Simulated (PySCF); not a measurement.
# Exact mass, isotope pattern and composition

Species: `[Si]=O` [singlet].

Calculated from isotope tables alone.

Question: Find the molar and monoisotopic masses of SiO.

Answer: For SiO, with standard atomic weights, 1 × 15.999 + 1 × 28.085 = 44.084 g/mol. From the most abundant isotopes (16O, 28Si), 1 × 15.994915 + 1 × 27.976927 = 43.9718 u.

Question: What cluster does the molecular ion M+• show when like nominal masses merge?

Answer: 
| nominal mass | m/z (centroid) | relative intensity |
| --- | --- | --- |
| 44 | 43.9713 | 100.0 |
| 45 | 44.9709 | 5.1 |
| 46 | 45.9686 | 3.6 |

Cut off at 0.1 %. One electron mass, 0.00055 u, is taken off.

Question: Which m/z would the protonated and sodiated molecule have?

Answer: [M+H]+ 44.9791, [M+Na]+ 66.9611, for the monoisotopic species (arithmetic only; whether such ions form is another matter).

Question: What resolving power m/Δm just matches the spacing of the species with one 30Si and with one 18O?

Answer: They lie 0.00740 u apart at mass 45.97, so m/Δm is about 6200.

Question: Protons, neutrons, electrons, and exact less nominal mass of the monoisotopic species?

Answer: 22 protons, 22 neutrons and 22 electrons; 43.9718 − 44 = -0.0282 u.
